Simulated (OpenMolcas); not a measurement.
# One shape, several levels: [S4]2+ ([S4]2+)

We compute a comparison of 6 runs (HF/STO-3G, HF/def2-SVP, r2SCAN/STO-3G, PBE0/def2-SVP, r2SCAN/pcseg-1, CCSD/6-31G**) of [S4]2+ ([S4]2+). 

The results are computed with OpenMolcas 26.06.

4 further runs of the same task are left out: 1 that didn't finish, 3 set aside as unsound or not needed.

### Step 1. Starting point

[S4]2+: 4 atoms, total charge +2, spin state singlet. The coordinates come from a GFN2-xTB relaxation.

Bond lengths: S1–S2 2.051 Å, S2–S3 2.051 Å, S1–S4 2.051 Å, S3–S4 2.051 Å. Angles: S1–S2–S3 90.0°, S2–S1–S4 90.0°, S2–S3–S4 90.0°, S1–S4–S3 90.0°.

### Step 2. Energy and forces at HF/STO-3G (run 1)

run.inp

```
>>> EXPORT MOLCAS_PRINT=2

&gateway
 baslib
 $CurrDir
 coord
 4
 angstrom
 S       -0.730680      -0.794970      -0.967900
 S        1.248210      -0.367920      -0.639880
 S        0.730700       0.795430       0.967650
 S       -1.248240       0.367450       0.640120
 basis
 STO-3G
 group
 NoSym

&seward

&scf
 charge
 2
 thresholds
 1e-10 1e-07 1e-07 1e-05
 prorbitals
 0

&alaska
```

The basis set STO-3G is read from a file made from the Basis Set Exchange's data (not shown).

Started as:

```
$ export MOLCAS_MEM=1860
$ pymolcas run.inp > run.log
```

The program printed:

```text
--- Start Module: gateway ---
[...]
--- Stop Module: gateway /rc=_RC_ALL_IS_WELL_ ---
[...]
      Basis functions           36
[...]
--- Start Module: scf ---
[...]
       Convergence after  15 Iterations
[...]
::    Total SCF energy                              -1572.0114956182
[...]
      Total spin, S                                     0.0000000000
[...]
      Total electronic charge=   62.000000
      Total            charge=    2.000000
[...]
      Dipole Moment (debye):
      Origin of the operator (angstrom)=   -0.0000   -0.0000   -0.0000
                   X= -3.5385E-05               Y= -5.3138E-05               Z= -6.6282E-05           Total=  9.2027E-05
      Center of Charge (angstrom)
[...]
--- Stop Module: scf /rc=_RC_ALL_IS_WELL_ ---
--- Start Module: alaska ---
[...]
 *              Molecular gradients               *
 **************************************************
  Irreducible representation: a
 ------------------------------------------------------------------------------------------
                              X                       Y                       Z
 ------------------------------------------------------------------------------------------
  S1                3.77446967886996E-03    4.28147475852114E-03    5.20909513464218E-03
  S2               -6.56422684098246E-03    1.99247495184984E-03    3.46483375794016E-03
  S3               -3.72459561372196E-03   -4.21663630566371E-03   -5.17091613628295E-03
  S4                6.51435277579893E-03   -2.05731340469484E-03   -3.50301275629405E-03
 ------------------------------------------------------------------------------------------
--- Stop Module: alaska /rc=_RC_ALL_IS_WELL_ ---
[...]
```

Run time: 1.4 s. Hardware: 1 thread of AMD EPYC 9R45 (Zen 5), shared host; peak memory 0.37 GiB.

### Step 3. Energy and gradient at HF/def2-SVP (run 2)

job.inp

```
* S4 Hartree-Fock
>>> EXPORT MOLCAS_PRINT=2
&GATEWAY
BASLIB=$CurrDir
COORD
4
angstrom
S       -0.730680      -0.794970      -0.967900
S        1.248210      -0.367920      -0.639880
S        0.730700       0.795430       0.967650
S       -1.248240       0.367450       0.640120
BASIS=def2-SVP
GROUP=NoSym
&SEWARD
&SCF
CHARGE=2
THRESHOLDS=1e-10 1e-07 1e-07 1e-05
PRORBITALS=1 1
&ALASKA
```

The basis set def2-SVP is read from a file made from the Basis Set Exchange's data (not shown).

Started as:

```
$ export MOLCAS_MEM=1860
$ pymolcas job.inp > job.log
```

The program printed:

```text
--- Start Module: gateway ---
[...]
--- Stop Module: gateway /rc=_RC_ALL_IS_WELL_ ---
[...]
      Basis functions           72
[...]
--- Start Module: scf ---
[...]
       Convergence after  14 Iterations
[...]
::    Total SCF energy                              -1588.7228444084
[...]
      Total spin, S                                     0.0000000000
[...]
      Total electronic charge=   62.000000
      Total            charge=    2.000000
[...]
      Dipole Moment (debye):
      Origin of the operator (angstrom)=   -0.0000   -0.0000   -0.0000
                   X= -1.2830E-04               Y= -1.7881E-04               Z= -2.2197E-04           Total=  3.1258E-04
      Center of Charge (angstrom)
[...]
--- Stop Module: scf /rc=_RC_ALL_IS_WELL_ ---
[...]
--- Start Module: alaska ---
[...]
 *              Molecular gradients               *
 **************************************************
  Irreducible representation: a
 ------------------------------------------------------------------------------------------
                              X                       Y                       Z
 ------------------------------------------------------------------------------------------
  S1               -1.19164486573951E-02   -1.28321740249504E-02   -1.56657373722666E-02
  S2                2.02814583077640E-02   -5.95926045161654E-03   -1.03150513792833E-02
  S3                1.19408288433540E-02    1.29192372001050E-02    1.56505865103256E-02
  S4               -2.03058384937620E-02    5.87219727640331E-03    1.03302022413292E-02
 ------------------------------------------------------------------------------------------
--- Stop Module: alaska /rc=_RC_ALL_IS_WELL_ ---
[...]
```

Run time: 3 s. Hardware: 1 thread of AMD EPYC 9R45 (Zen 5), shared host; peak memory 0.42 GiB.

Runs 3 to 5 aren't shown in full; the table further down has their settings and results.

### Step 4. The energy at CCSD/6-31G(d,p) (spherical functions) (run 6)

run.input

```
&GATEWAY
BasLib=$CurrDir
Coord
4
angstrom
S       -0.730680      -0.794970      -0.967900
S        1.248210      -0.367920      -0.639880
S        0.730700       0.795430       0.967650
S       -1.248240       0.367450       0.640120
Basis=6-31Gss
Group=NoSym
&SEWARD
&SCF
Charge=2
Thresholds=1e-10 1e-07 1e-07 1e-05
PrOrbitals=1
&RASSCF
FileOrb=$Project.ScfOrb
Spin=1
Nactel=0 0 0
Inactive=31
Ras2=0
OutOrbitals=Canonical
OrbListing=NoCore
&MOTRA
JobIph
Frozen=20
&CCSDT
CCSD
Iterations=80
Accuracy=1e-08
Extrapolation=5 4
```

The basis set 6-31G** is read from a file made from the Basis Set Exchange's data (not shown).

Started as:

```
$ export MOLCAS_MEM=1860
$ pymolcas run.input > run.log
```

The program printed:

```text
--- Start Module: gateway ---
[...]
--- Stop Module: gateway /rc=_RC_ALL_IS_WELL_ ---
[...]
      Basis functions           72
[...]
       Convergence after  14 Iterations
[...]
::    Total SCF energy                              -1589.1469630390
[...]
      Total spin, S                                     0.0000000000
[...]
      Number of active orbitals                  0
[...]
      Spin quantum number                      0.0
[...]
      Active orbitals                            0
[...]
      Number of CSFs                             1
[...]
      Number of root(s) required                 1
[...]
      Convergence after  4 iterations
[...]
      Natural orbitals and occupation numbers for root  1
      ************************************************************************************************************************
      *                                                    Final results                                                     *
      ************************************************************************************************************************
[...]
::    RASSCF root number  1 Total energy:  -1589.14696304
[...]
      Total electronic charge=   62.000000
      Total            charge=    2.000000
[...]
      Dipole Moment (debye):
      Origin of the operator (angstrom)=   -0.0000   -0.0000   -0.0000
                   X= -1.4314E-04               Y= -2.0271E-04               Z= -2.5192E-04           Total=  3.5362E-04
      Center of Charge (angstrom)
[...]
--- Start Module: motra ---
[...]
--- Stop Module: motra /rc=_RC_ALL_IS_WELL_ ---
--- Start Module: ccsdt ---
[...]
      Convergence after                    17  Iterations
      Total energy (diff) :   -1589.69490067       0.00000000
[...]
--- Stop Module: ccsdt /rc=_RC_ALL_IS_WELL_ ---
[...]
```

Wall time 6.9 s (1 thread of AMD EPYC 9R45 (Zen 5), shared host); peak memory 0.42 GiB.

### Step 5. The series

```tsv
run	level	integration grid	task	energy (Eh)	HOMO energy (eV)	LUMO energy (eV)	HOMO–LUMO gap (eV)	wall time
1	HF/STO-3G	–	gradient	-1572.011496	-22.03	-13.10	8.93	1.4 s
2	HF/def2-SVP	–	gradient	-1588.722844	-23.25	-14.13	9.13	3 s
3	r2SCAN/STO-3G	UltraFine	gradient	-1574.424113	-18.82	-15.82	2.99	4.2 s
4	PBE0/def2-SVP	UltraFine	gradient	-1590.836598	-21.10	-16.66	4.44	8.4 s
5	r2SCAN/pcseg-1	UltraFine	gradient	-1591.729128	-20.02	-16.99	3.03	13 s
6	CCSD/6-31G** (spherical functions)	–	energy	-1589.694901	-23.09	-14.07	9.02	6.9 s
```

### Step 6. Summary of results

```
                                           quantity           value
                                run 6: total energy  -1589.69490 Eh
         run 6: HOMO energy (Hartree–Fock orbitals)       -23.09 eV
         run 6: LUMO energy (Hartree–Fock orbitals)       -14.07 eV
       run 6: HOMO–LUMO gap (Hartree–Fock orbitals)         9.02 eV
run 6: correlation energy (20 core orbitals frozen)      -547.9 mEh
```

**Reading.** Over runs 1, 2, 3, 4, 5 the HOMO–LUMO gap runs from 2.99 eV (r2SCAN/STO-3G) to 9.13 eV (HF/def2-SVP). The two ends differ in method and basis. Totals of different functionals can't be ranked against each other. In runs 1, 3 the basis is minimal, so the values are rough. All runs together took 36 s, the longest 13 s.
